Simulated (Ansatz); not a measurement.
Cartesian coordinates in Å:
```
C 0.682 0.701 -1.132
C 0.106 0.210 -0.032
N -0.130 0.911 1.135
C -0.232 -1.242 0.071
F -1.519 -1.405 0.575
H 1.003 1.734 -1.198
H 0.871 0.061 -1.982
H -0.929 0.585 1.657
H -0.113 1.914 1.045
H 0.446 -1.746 0.768
H -0.184 -1.722 -0.907
```

Total charge 0; spin multiplicity 1.

Question: List the ωB97M-V/def2-TZVPP orbital energies in eV (Ansatz 0.2.0). (Estimate.)

Answer: Ansatz gave: Occupied: -677.30, -394.79, -283.60, -282.66, -280.89, -36.21, -28.51, -24.22, -22.04, -18.77, -17.35, -16.84, -16.58, -15.39, -14.58, -13.79, -12.84, -12.17, -11.91, -8.52. Lowest empty: 2.48, 2.60, 3.65, 3.91, 4.41, 4.72, 5.08, 6.01.
